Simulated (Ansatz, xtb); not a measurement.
## C2HS: where a starting geometry ends

The starting geometry of this gas-phase doublet has its atoms placed at random.

```xyz
4

C    -1.0059   -0.2096   -0.1301
C    -0.6962    1.0192   -0.6097
S     1.3259    0.0997   -0.5619
H     0.5437    0.5636    0.7031
```

Problem. One run relaxed it with r2SCAN-D4/def2-SVP. What is a likely outcome?

Solution. It ends as `[C]#CS`. Distances that change by over a tenth: S3–H4 (1.56 → 1.37 Å). Contacts that close: C2–S3 (2.22 → 1.65 Å).

The energy falls by 3.39 eV over 13 steps:

```csv
step,E − E(last) (eV)
1,3.395
2,2.241
4,1.058
5,0.775
6,0.498
8,0.005
9,0.004
10,0.001
12,0.000
13,0.000
```

Final geometry (Å):

```xyz
4

C    -1.7447   -0.0323   -0.5992
C    -0.5293    0.3697   -0.4539
S     1.1073    0.5433   -0.4460
H     1.3342    0.5923    0.9004
```

From the same start GFN2-xTB reaches the same bonding as this run.

From so rough a start the end depends on the optimiser's path, so another program may land elsewhere. No frequencies were run, so the end isn't proven a minimum. Open shells are spin-unrestricted. Run with Ansatz 0.2.0, 25 s on 1 thread of Intel(R) Xeon(R) 6975P-C (Granite Rapids) (shared host).
